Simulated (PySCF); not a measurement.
Identify the compound

An unknown has the formula C6H12. Its calculated NMR data are:

1H NMR (400 MHz, computed): δ 1.47 (s, 12H).

13C{1H} NMR (computed): δ 31.2 (CH2, 6C).

PySCF calculation with σ from GIAO-B97-2/pcSseg-2 and coordinates at the PBE0-D3(BJ)/def2-TZVP level; no solvent model, one conformer, fast rotation and ring inversion assumed for equivalent nuclei, relativity neglected.

δ = σ(ref) − σ, references computed at the same level: 1H and 13C against TMS.

Question: Deduce the structure.

Answer: 
Rings plus π bonds: 1 (1 ring in the answer). 1 carbon signal for 6 carbons: some carbons are equivalent by symmetry or fast rotation. Carbon types of the structure: 6 × CH2, which accounts for all hydrogens. δC 31.2: sp3 CH2 in a ring; saturated and bonded to C and H only. δH 1.47: hydrogen on an sp3 CH2 in a ring; far from electronegative atoms and π systems.

The compound is SMILES C1CCCCC1.

The shifts were computed for this structure.

Shifts are as computed. Against solution values, carbons near 30 ppm lie about +3 ppm off and those near 130 ppm about +7 ppm. Of 1309 compounds with measured shifts, 239 miss one by over three times the rms of a fit or turn the order of signals round; such compounds aren't used in these exercises.
